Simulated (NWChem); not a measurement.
Species: Cl, doublet

Computed with NWChem. Spin-unrestricted. The open p shell is one determinant without spherical averaging. No stability test was run on the SCF state.

Task: What does the run give for PBE0/cc-pVTZ? Quantities: highest occupied level (eV); lowest empty minus highest occupied level, either spin (eV); <S²>.

Result: 
```json
{
  "highest occupied level (eV)": "-9.55",
  "lowest empty minus highest occupied level, either spin (eV)": "3.33",
  "<S²>": "0.754"
}
```
